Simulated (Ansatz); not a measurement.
Born–Oppenheimer molecular dynamics of CH$_{7}$BO (10 atoms, charge 0, multiplicity 1). It starts at the highest image of a converged band, a first-order saddle point between two minima.

The calculation used RKS PBE-D4/def2-SVP (Ansatz).

```yaml
ensemble: NVE (velocity Verlet)
time_step: 0.5 fs
steps_asked: 200
starting_velocities_drawn_for: 300 K
seed: 7303
```

Frames 2.5 fs apart, positions in Å.

Velocities at 70.0 fs (Å/ps):

```
B -2.44 -8.46 -22.92
C 0.12 9.85 31.77
H 10.52 4.04 6.12
H 12.50 33.90 2.43
H -7.63 0.26 40.04
H -14.97 5.20 -18.98
H 17.95 20.41 -32.56
O 2.09 -9.25 -11.14
H -4.56 0.77 -13.32
H -22.20 55.51 60.36
```

```xyz
10
Properties=species:S:1:pos:R:3 time_fs=70.0 energy_less_start_eV=-1.570 T=1819
B 0.068 -0.830 -0.829
C -0.051 0.548 3.288
H -0.677 1.414 3.164
H 0.898 0.986 3.583
H 0.040 0.004 2.363
H 1.202 -0.410 -0.799
H -0.964 -0.331 -1.140
O -0.093 -2.142 -0.366
H -0.978 -2.529 -0.397
H -0.432 -0.033 4.140
10
Properties=species:S:1:pos:R:3 time_fs=72.5 energy_less_start_eV=-1.631 T=1877
B 0.060 -0.858 -0.883
C -0.050 0.574 3.370
H -0.679 1.447 3.169
H 0.944 1.063 3.591
H 0.021 -0.016 2.446
H 1.167 -0.393 -0.849
H -0.930 -0.258 -1.234
O -0.086 -2.163 -0.395
H -0.997 -2.519 -0.433
H -0.485 0.096 4.284
10
Properties=species:S:1:pos:R:3 time_fs=75.0 energy_less_start_eV=-1.555 T=1804
B 0.049 -0.895 -0.933
C -0.046 0.605 3.455
H -0.709 1.493 3.161
H 0.971 1.101 3.603
H 0.000 -0.063 2.535
H 1.148 -0.375 -0.902
H -0.901 -0.174 -1.339
O -0.077 -2.179 -0.426
H -1.009 -2.492 -0.471
H -0.516 0.210 4.397
10
Properties=species:S:1:pos:R:3 time_fs=77.5 energy_less_start_eV=-1.512 T=1763
B 0.035 -0.933 -0.980
C -0.044 0.644 3.536
H -0.715 1.497 3.160
H 0.958 1.096 3.625
H -0.027 -0.103 2.684
H 1.137 -0.374 -0.954
H -0.857 -0.134 -1.435
O -0.070 -2.191 -0.459
H -1.003 -2.461 -0.508
H -0.513 0.308 4.476
10
Properties=species:S:1:pos:R:3 time_fs=80.0 energy_less_start_eV=-1.526 T=1776
B 0.024 -0.964 -1.027
C -0.046 0.689 3.609
H -0.691 1.461 3.175
H 0.954 1.079 3.669
H -0.058 -0.134 2.884
H 1.123 -0.404 -1.005
H -0.802 -0.167 -1.508
O -0.064 -2.200 -0.493
H -1.005 -2.448 -0.540
H -0.488 0.386 4.557
10
Properties=species:S:1:pos:R:3 time_fs=82.5 energy_less_start_eV=-1.546 T=1796
B 0.019 -0.986 -1.075
C -0.052 0.733 3.679
H -0.678 1.447 3.185
H 0.997 1.077 3.734
H -0.085 -0.188 3.084
H 1.112 -0.464 -1.051
H -0.776 -0.257 -1.569
O -0.060 -2.207 -0.529
H -1.011 -2.465 -0.562
H -0.457 0.453 4.666
10
Properties=species:S:1:pos:R:3 time_fs=85.0 energy_less_start_eV=-1.582 T=1830
B 0.024 -1.002 -1.123
C -0.056 0.772 3.749
H -0.698 1.483 3.177
H 1.037 1.080 3.807
H -0.105 -0.255 3.268
H 1.125 -0.533 -1.093
H -0.820 -0.359 -1.641
O -0.062 -2.216 -0.565
H -0.998 -2.506 -0.577
H -0.423 0.535 4.786
10
Properties=species:S:1:pos:R:3 time_fs=87.5 energy_less_start_eV=-1.590 T=1838
B 0.036 -1.015 -1.171
C -0.058 0.805 3.821
H -0.705 1.514 3.190
H 1.025 1.080 3.872
H -0.117 -0.278 3.447
H 1.167 -0.592 -1.136
H -0.923 -0.456 -1.725
O -0.067 -2.227 -0.600
H -0.975 -2.563 -0.589
H -0.388 0.656 4.884
10
Properties=species:S:1:pos:R:3 time_fs=90.0 energy_less_start_eV=-1.566 T=1814
B 0.049 -1.027 -1.221
C -0.060 0.833 3.893
H -0.671 1.503 3.251
H 0.991 1.090 3.920
H -0.125 -0.237 3.615
H 1.216 -0.628 -1.185
H -1.010 -0.559 -1.793
O -0.072 -2.239 -0.634
H -0.965 -2.631 -0.604
H -0.364 0.817 4.959
10
Properties=species:S:1:pos:R:3 time_fs=92.5 energy_less_start_eV=-1.497 T=1748
B 0.057 -1.040 -1.275
C -0.064 0.856 3.969
H -0.630 1.482 3.322
H 0.996 1.122 3.948
H -0.139 -0.193 3.755
H 1.235 -0.645 -1.245
H -1.028 -0.660 -1.830
O -0.078 -2.252 -0.666
H -0.954 -2.688 -0.629
H -0.361 1.002 5.028
10
Properties=species:S:1:pos:R:3 time_fs=95.0 energy_less_start_eV=-1.546 T=1795
B 0.059 -1.058 -1.330
C -0.064 0.880 4.052
H -0.629 1.496 3.346
H 1.025 1.166 3.961
H -0.169 -0.200 3.870
H 1.211 -0.644 -1.315
H -0.981 -0.734 -1.852
O -0.081 -2.266 -0.697
H -0.936 -2.719 -0.668
H -0.373 1.190 5.088
10
Properties=species:S:1:pos:R:3 time_fs=97.5 energy_less_start_eV=-1.478 T=1731
B 0.059 -1.086 -1.384
C -0.060 0.907 4.140
H -0.644 1.510 3.349
H 1.023 1.196 3.971
H -0.209 -0.212 3.986
H 1.165 -0.624 -1.391
H -0.929 -0.751 -1.895
O -0.081 -2.279 -0.726
H -0.936 -2.731 -0.723
H -0.383 1.353 5.124
```

Of the whole run (100 fs, mean temperature of the second half 1811 K): The conserved energy stayed within 0.15 meV per atom of its start (net change -0.001 meV per atom), so the integration is sound. The kinetic energy rose, since the run started high on the potential surface and went downhill. It ends in pieces (BH3O + CH4), so much of that is their flight and rotation, not heat. A run of 0.1 ps of so small a system gives no equilibrium averages. The orbitals stay closed-shell, which can raise the energy where a bond breaks towards radicals; this wasn't checked here.

Run time: 4.6 min on 1 thread of Arm Neoverse V2 (shared host), peak memory 0.14 GiB.
